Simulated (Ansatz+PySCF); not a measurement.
## doublet OH: levels of theory in one basis

```xyz
2

O    -0.0102    0.0026   -0.1574
H     0.0143   -0.0464    0.8561
```

Basis set: def2-SVP (spherical functions). Frozen core: 1 orbital. Correlation on ROHF uses semicanonical orbitals with singles. Charge 0, multiplicity 2.

Computed with Ansatz (development build ahead of 0.2.0); each method stands on the lowest determinant of its kind that the runs found. NEVPT2 correlates all electrons. Active spaces start from the frontier orbitals, and the lowest solution found is given.

| method | E − E(ROHF) (eV) | <S²> of the determinant |
| --- | --- | --- |
| ROHF | 0.00 | 0.75 |
| UHF | -0.11 | 0.76 |
| ROHF-MP2 | -4.19 | – |
| UHF-MP2 | -4.19 | 0.76 |
| ROHF-CCSD | -4.60 | – |
| UHF-CCSD | -4.60 | 0.76 |
| ROHF-CCSD(T) | -4.65 | – |
| UHF-CCSD(T) | -4.65 | 0.76 |
| CASSCF(7,5) | -0.73 | – |

What does SC-NEVPT2(7,5) give on the same scale?

-4.11 eV. NEVPT2 here correlates all electrons, so it doesn't share the others' frozen core.

Is a single determinant a sound starting point here?

By this sign, yes. Unrestricted orbitals gain 0.11 eV and <S²> is 0.76 against 0.75 for a pure state. The CASSCF(7,5) natural occupations are 2.00, 2.00, 1.97, 1.00, 0.03.
